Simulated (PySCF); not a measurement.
Molecule: `FP(F)P`, F2H2P2.

Mapped SMILES: `[F:1][P:2]([F:3])[PH2:4]` (H(Xn): hydrogen on atom n).

Geometry PBE0-D3(BJ)/def2-SVP throughout; GIAO in PySCF 2.14, gas phase, one conformer, non-relativistic; equivalent atoms averaged; functional PBE0.

**Question.** How do the absolute shieldings σ depend on the basis set? (ppm; last column core-seconds on 1 thread of an Arm Neoverse V1, shared host)

**Answer.** 
```
  basis set  functions  F1/F3    P2     P4  H(P4)  core-s
   pcSseg-0         48  298.8  -8.4  509.2  29.33     2.1
    cc-pVDZ         74  288.6  94.3  528.4  28.90     3.3
aug-cc-pVDZ        118  288.0  90.7  521.7  28.70     5.7
    cc-pVTZ        156  269.9  28.3  493.8  28.83     8.1
   IGLO-III        178  267.3  -8.7  476.8  28.68     8.7
```

**Question.** Which nucleus moves most, in ppm?

**Answer.** P2 (phosphorus bonded to 2 F, P): from -8.7 ppm with IGLO-III to 94.3 ppm with cc-pVDZ. The smallest spread is 0.64 ppm, at H(P4).

**Question.** Taking the largest basis, IGLO-III (178 functions), as the yardstick, rank the others by their worst heavy-atom deviation.

**Answer.** pcSseg-0 32.3 ppm (48 functions), cc-pVTZ 37.0 ppm (156 functions), aug-cc-pVDZ 99.4 ppm (118 functions), cc-pVDZ 103.1 ppm (74 functions).

A small basis that lands close on one nucleus may do so by chance; judge by the trend and by all nuclei.
